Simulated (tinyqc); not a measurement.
Pariser-Parr-Pople SCF with singles CI, for the molecule [CH2+]C=CCl (SMILES; centres numbered as the heavy atoms are written), step by step. One step of it, computed by the program tinyqc.

Task: PPP integrals. Ohno: gamma = 14.399645/sqrt(R^2 + a^2), a = 2 x 14.399645/(gamma_rr + gamma_ss); H_rr = -W_r - sum_(s != r) z_s gamma_rs; H_rs = beta for bonds.

Centres (angstrom, eV; a flat drawing with bonds scaled to 1.40 angstrom):
```
centre          x          y  core charge z          W   gamma_rr
1C      -1.848000  -0.127000              1  11.390000   9.640000
2C      -0.559000   0.421000              1  11.390000   9.640000
3C       0.559000  -0.421000              1  11.390000   9.640000
4Cl      1.848000   0.127000              2  27.710000  13.410000
```

Resonance integrals (eV):
```
i  j       beta
1  2  -2.390000
2  3  -2.390000
3  4  -1.510000
```

Give: repulsion gamma_rs; core matrix H.

Result:

repulsion gamma_rs (eV), order 1C, 2C, 3C, 4Cl:
```
[[9.6400, 7.0321, 5.0560, 3.6830],
 [7.0321, 9.6400, 7.0346, 5.2788],
 [5.0560, 7.0346, 9.6400, 7.6719],
 [3.6830, 5.2788, 7.6719, 13.4100]]
```

core matrix H (eV), order 1C, 2C, 3C, 4Cl:
```
[[-30.8441, -2.3900, 0.0000, 0.0000],
 [-2.3900, -36.0142, -2.3900, 0.0000],
 [0.0000, -2.3900, -38.8243, -1.5100],
 [0.0000, 0.0000, -1.5100, -44.3437]]
```
